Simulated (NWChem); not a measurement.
System: C2H3O, doublet; SMILES C[C]=O

```xyz
6

C      0.1122     1.1674     0.0000
C     -0.4339    -0.2359     0.0000
O      0.1585    -1.2720     0.0000
H     -0.2811     1.7025     0.8879
H     -0.2811     1.7025    -0.8879
H      1.2241     1.1823     0.0000
```
Atoms are numbered in this order, from 1.

Results from NWChem. Pople sets run with spherical d functions. Spin-unrestricted. In the optimisation the excess spin sits in a' (Cs, its own frame). Geometry: optimised at PBE-D3(BJ)/def2-SVP, spin-unrestricted. No stability test was run on the SCF state.

Task: Among these, which level gives the highest value of “highest occupied level (eV)”?
(A) TPSS/6-31G*
(B) TPSS/3-21G
(C) TPSS/6-31+G*
(D) TPSS/STO-3G

Result: D, TPSS/STO-3G. Values: TPSS/6-31+G* -4.56; TPSS/6-31G* -4.09; TPSS/3-21G -3.89; TPSS/STO-3G -1.17
